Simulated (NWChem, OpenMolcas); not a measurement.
**From OpenMolcas to NWChem**

This OpenMolcas 26.06 job computes CH7AlSi (SMILES [CH3][AlH][SiH3]):

run.input:
```
>>> EXPORT MOLCAS_PRINT=2
&GATEWAY
BasLib
$CurrDir
Coord
10
angstrom
C       -1.428400       0.967200      -0.792400
Al       0.409100       0.309500      -0.720900
Si       1.161700      -1.107300       1.145400
H       -1.909200       0.659300      -1.727500
H       -2.050600       0.624100       0.036600
H       -1.438000       2.063000      -0.790400
H        1.416900       0.709200      -1.887700
H        0.334900      -2.347600       1.241000
H        1.000200      -0.395000       2.448500
H        2.586600      -1.533600       1.050400
Basis
STO-3G
Group
NoSym
&SEWARD
&SCF
Thresholds
1e-10 1e-07 1e-07 1e-05
PrOrbitals
1 1
&ALASKA
```

```bash
$ export MOLCAS_MEM=1860
$ pymolcas run.input > run.log
```

(Basis files named in the input come from the Basis Set Exchange and aren't shown.)

The coordinates come from a PBE0-D4/def2-TZVP relaxation.

The shape is far from stationary at this level.

It gives a total energy of -566.101169 Eh.

Task: Write the same calculation for NWChem 7.3.0 as an input file of the program's own.

Result: This input was run:

ch7alsi.nw:
```
echo
start ch7alsi
title "CH7AlSi"
memory total 2200 mb

geometry units angstrom noautosym nocenter noautoz
  C       -1.428400       0.967200      -0.792400
  Al       0.409100       0.309500      -0.720900
  Si       1.161700      -1.107300       1.145400
  H       -1.909200       0.659300      -1.727500
  H       -2.050600       0.624100       0.036600
  H       -1.438000       2.063000      -0.790400
  H        1.416900       0.709200      -1.887700
  H        0.334900      -2.347600       1.241000
  H        1.000200      -0.395000       2.448500
  H        2.586600      -1.533600       1.050400
end

basis spherical bse
  * library STO-3G
end

scf
  thresh 1e-08
  maxiter 80
end

task scf gradient
```

```bash
$ nwchem ch7alsi.nw > ch7alsi.out
```

Its energy is -566.101169 Eh, 0.000 mEh from the first.
